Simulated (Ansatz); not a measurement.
# BH₅O (SMILES [BH3-][OH2+]): one structure at several levels

An exercise on one series of results from a longer session: the logs are not shown, and one member is left open.

Method: single points in def2-TZVPP; program: Ansatz 0.2.0, Gaussian basis.

Cores are frozen in the correlated methods.

**Starting geometry**

SMILES `[BH3-][OH2+]`, 7 atoms, charge 0, spin multiplicity 1.

Atoms are counted from 1 here; the program's logs count them from 0.

Bond lengths: B1–O2 1.683 Å, B1–H3 1.155 Å, B1–H4 1.207 Å, B1–H5 1.277 Å, O2–H6 0.944 Å, O2–H7 0.938 Å. Angles: O2–B1–H3 107.6°, O2–B1–H4 100.0°, O2–B1–H5 101.6°, H3–B1–H4 120.0°, H3–B1–H5 113.2°, H4–B1–H5 111.7°, B1–O2–H6 104.0°, B1–O2–H7 101.7°, H6–O2–H7 114.7°.

Geometry (Å):

```xyz
7
charge 0, multiplicity 1
B    -0.2441   -0.5504   -0.2942
O     0.3989    0.6024    0.7495
H     0.3278   -1.5382   -0.1192
H    -1.4125   -0.4702   -0.0013
H    -0.0071   -0.0263   -1.4342
H    -0.0675    1.3929    0.5306
H     1.3034    0.5998    0.5021
```

The first run:

run/in.yaml

```yaml
crystal:
  periodic: [false, false, false]
  atoms:
    - {symbol: B, position_ang: [-0.244100, -0.550400, -0.294200]}
    - {symbol: O, position_ang: [0.398900, 0.602400, 0.749500]}
    - {symbol: H, position_ang: [0.327800, -1.538200, -0.119200]}
    - {symbol: H, position_ang: [-1.412500, -0.470200, -0.001300]}
    - {symbol: H, position_ang: [-0.007100, -0.026300, -1.434200]}
    - {symbol: H, position_ang: [-0.067500, 1.392900, 0.530600]}
    - {symbol: H, position_ang: [1.303400, 0.599800, 0.502100]}
basis:
  gaussian: {orbitals: def2-TZVPP}
correlation: {method: ccsd_t}
output: {forces: true}
```

The command line of these runs was not kept.

Steps of the session up to this table: CCSD(T)/def2-TZVPP; PBE0-D4/def2-TZVPP; wB97M-V/def2-TZVPP; r2SCAN-D4/def2-TZVPP; PBE-D4/def2-TZVPP; BLYP-D4/def2-TZVPP; B97M-V/def2-TZVPP.

One of the session's tables, all rows but one given; the rest of the session is left out.

```
   method  RMS force component (eV/Å)  angle to CCSD(T) forces (°)  dipole (D)
  CCSD(T)                       0.902                    reference        4.09
  PBE0-D4                       0.870                          3.7        4.12
  wB97M-V                           ?                            ?           ?
r2SCAN-D4                       0.889                          1.5        4.16
   PBE-D4                       0.990                          9.7        4.14
  BLYP-D4                       0.985                         10.5        4.11
   B97M-V                       0.828                          3.9        4.17
```

Q: Estimate the row for wB97M-V from the others.

As computed: RMS force component (eV/Å): 0.872; angle to CCSD(T) forces (°): 2.7; dipole (D): 4.12. In the column «RMS force component (eV/Å)» it lies between PBE0-D4 (0.870) and r2SCAN-D4 (0.889).
